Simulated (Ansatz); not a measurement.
## AsF2⁺, triplet in cc-pVDZ: errors against UCCSDT(Q)

Geometry: that of the AsF2, doublet, kept fixed. The singlet lies 3.9 eV lower here.

| atom | x (Å) | y (Å) | z (Å) |
| --- | --- | --- | --- |
| As | 0.0000 | -0.3875 | 0.0000 |
| F | 0.0000 | 0.7641 | -1.2906 |
| F | 0.0000 | 0.7641 | 1.2906 |

Basis cc-pVDZ; Ansatz 0.2.0. Only valence electrons are correlated (noble-gas cores and the filled d shells of p-block atoms frozen), which leaves 18 electrons in 39 orbitals. R marks a restricted (for open shells ROHF) determinant, U an unrestricted one. Active spaces: valence = (14e, 10o, short of the full valence) chosen from the atoms' valence shells. No spin–orbit coupling is included, and no scalar relativity.

Full CI isn't at hand for all of this; UCCSDT(Q) serves as the reference, and is uncertain by about the last step of the cluster series. The frozen core follows each run's orbitals, which can shift R against U totals by a few meV for light atoms and by up to 0.1 eV past Ca.

* UHF ⟨S²⟩: 2.044
* T1 diagnostic (RCCSD): 0.0357
* largest doubles amplitude (RCCSD): 0.038
* T1 diagnostic (UCCSD): 0.0267

| level | E − E(UHF) (eV) |
| --- | --- |
| UMP2 | -12.2487 |
| UCCSD | -12.5719 |
| UCCSD(T) | -12.8964 |

Problem. Estimate how far UCCSDT(Q) in cc-pVDZ lies from UCCSD(T). The table doesn't fix it; the size of (T) and the diagnostics are the guide.

Solution. UCCSDT(Q) in cc-pVDZ lies 8.6 kJ/mol below UCCSD(T), which is 27 % of the (T) step (-31.3 kJ/mol). T1 is raised, and the rest is a large part of (T). The miss exceeds 1 kcal/mol.

The other levels:

| level | E − E(UCCSDT(Q)) (kJ/mol) | wall time |
| --- | --- | --- |
| UCCSDT | 4.8 | – |

Run but not shown, since their state, orbitals or frozen core can't be matched to the reference's or they repeat it: RHF, RMP2, RCCSD, RCCSD(T), BCCD(T), RCCSDT, RCCSDT(Q), CASSCF (valence space), NEVPT2 (valence space), MRCISD (valence space), MRCISD+Q (valence space), MRCISD+Q(relaxed) (valence space).

Natural occupations of CASSCF (valence space) about the gap: 1.989 1.972 1.942 1.017 1.010 0.049 0.040; effectively unpaired electrons, Σ n²(2−n)², 2.03.
